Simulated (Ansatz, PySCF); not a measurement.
Reaction (SMILES): ClC(Cl)Cl -> Cl[C](Cl)Cl + H atom (the C-H bond breaks)

Wanted: bond dissociation energy (electronic), in kcal/mol. Terms: non-relativistic; dispersion terms only where a functional's name holds one; valence correlation only; open shells spin-unrestricted; spin-orbit terms left out. CBS marks a two-point X^-3 extrapolation of the correlation energy; Hartree-Fock from the larger set. [CCSD(T)-MP2]/basis is that difference in the basis named. First-principles rows: single points at B3LYP-D3(BJ) geometries (Ansatz, a program for electronic structure).

```
species      coefficient  E at B3LYP/STO-3G (Ansatz), Eh  E at M06-2X/def2-TZVPD (PySCF), Eh
-----------  -----------  ------------------------------  ----------------------------------
ClC(Cl)Cl             -1                     -1403.75872                         -1419.29016
Cl[C](Cl)Cl           +1                     -1403.09368                         -1418.63474
H atom                +1                        -0.46753                            -0.49815
```

Coupled cluster (Ansatz) is a level with limits of its own, used here on species with T1 under 0.025 (0.045 for open shells) and stable references: RI-MP2/CBS(cc-pV(T+d)Z,cc-pV(Q+d)Z)+[CCSD(T)-MP2]/cc-pV(T+d)Z. Value to compare with, RI-MP2/CBS(cc-pV(T+d)Z,cc-pV(Q+d)Z)+[CCSD(T)-MP2]/cc-pV(T+d)Z (Ansatz): 100.9 kcal/mol. 1 Eh = 627.5095 kcal/mol.

Task: Compute it at each level from the table, and compare with RI-MP2/CBS(cc-pV(T+d)Z,cc-pV(Q+d)Z)+[CCSD(T)-MP2]/cc-pV(T+d)Z (Ansatz).

Result: 
- B3LYP/STO-3G: the sum of coefficient times E is 0.19751 Eh, or 123.94 kcal/mol. Result: 123.9 kcal/mol. Its difference against RI-MP2/CBS(cc-pV(T+d)Z,cc-pV(Q+d)Z)+[CCSD(T)-MP2]/cc-pV(T+d)Z (Ansatz) is 23.0 kcal/mol.
- M06-2X/def2-TZVPD: the sum of coefficient times E is 0.15727 Eh, or 98.69 kcal/mol. Result: 98.7 kcal/mol. Its difference against RI-MP2/CBS(cc-pV(T+d)Z,cc-pV(Q+d)Z)+[CCSD(T)-MP2]/cc-pV(T+d)Z (Ansatz) is -2.2 kcal/mol.
